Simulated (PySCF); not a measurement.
Level of theory: TPSSh-D3(BJ)/def2-TZVP (PySCF). Isolated molecules, 0 K electronic values unless said otherwise. 

Reference species (SMILES): `[NH2]` (neutral, multiplicity 2).

```yaml
dipole_moment: 1.92 D
```

Changed species: `[SeH]` (radical fragment; the reference has radical fragment).

Question: Give the shifts of the dipole moment.

Answer: the dipole moment falls by 1.35 D, to 0.57 D.
